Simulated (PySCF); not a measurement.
Identify the unknown among the candidates.

| technique | computed result |
| --- | --- |
| 1H NMR | chemical shifts (computed TMS as zero) by class: 6.03 (1 H), 5.91 (1 H), 5.68 (1 H), 2.18 (3 H) ppm [GIAO PBE0/pcSseg-1] |
| Rotational structure | rotational constants A, B, C: 34.219, 2.174, 2.070 GHz [GFN2-xTB] |
| 13C NMR | chemical shifts (computed TMS as zero) by class: 134.0 (1 C), 125.9 (1 C), 97.7 (1 C), 85.7 (1 C), 5.8 (1 C) ppm [GIAO PBE0/pcSseg-1] |
| Dipole | 0.68 D [PBE0/pcSseg-1] |

Electronic properties: PySCF, gas phase, density fitting. Levels stand in brackets. Isolated species at its GFN2-xTB geometry, gas phase. Each NMR value is the plain mean over a class of atoms that symmetry, rotation or inversion makes alike.

Task: Which candidate is it?
A. `C=C=CCC`
B. `C=CCCC`
C. `C=CC#CC`
D. `Cc1cccs1`

Result: C. It is `C=CC#CC`. Numbering: `[CH2:1]=[CH:2][C:3]#[C:4][CH3:5]`. Its formula, C5H6, gives 3 degrees of unsaturation: 0 rings and 3 π bonds in the structure found. 5 carbons fall into 5 classes; from least to most shielded: terminal =CH2 carbon [C1] (134.0 ppm), alkene CH carbon [C2] (125.9 ppm), alkyne carbon [C4] (97.7 ppm), alkyne carbon [C3] (85.7 ppm), propargylic carbon [C5] (5.8 ppm). Hydrogen classes from least to most shielded: 1 H on an alkene CH carbon, C2 (6.03 ppm), 1 H on a terminal =CH2 carbon, C1 (5.91 ppm), 1 H on a terminal =CH2 carbon, C1 (5.68 ppm), 3 H on a propargylic carbon, C5 (2.18 ppm). By its constants the optimised geometry is an asymmetric top.

The others, at the same levels:
- `Cc1cccs1` fails: its computed 13C shifts are 151.1 (1 C), 132.9 (1 C), 130.5 (1 C), 129.3 (1 C), 18.4 (1 C) ppm, 1H shifts are 7.02 (1 H), 6.95 (1 H), 6.88 (1 H), 2.66 (3 H) ppm and rotational constant A is 5.280 GHz (against 34.219 GHz).
- `C=CCCC` fails: it has 10 hydrogens where the 1H data count 6; its computed 13C shifts are 148.9 (1 C), 120.2 (1 C), 43.8 (1 C), 29.0 (1 C), 17.3 (1 C) ppm, 1H shifts are 6.20 (1 H), 5.37 (1 H), 5.20 (1 H), 2.02 (2 H), 1.36 (2 H), 1.07 (3 H) ppm and rotational constant A is 17.975 GHz (against 34.219 GHz).
- `C=C=CCC` fails: it has 8 hydrogens where the 1H data count 6; its computed 13C shifts are 220.4 (1 C), 97.9 (1 C), 77.5 (1 C), 29.1 (1 C), 18.3 (1 C) ppm, 1H shifts are 5.32 (1 H), 4.86 (2 H), 2.09 (2 H), 1.10 (3 H) ppm and rotational constant A is 16.694 GHz (against 34.219 GHz).

Each candidate is one conformer, not necessarily the lowest. Dipoles, sizes and rotational constants follow the conformer. The torsions of the flexible species, by atom-mapped SMILES:
- `[CH2:1]=[CH:2][CH2:3][CH2:4][CH3:5]`: C1–C2–C3–C4 118°, C2–C3–C4–C5 180°
- `[CH2:1]=[C:2]=[CH:3][CH2:4][CH3:5]`: C2–C3–C4–C5 -113°
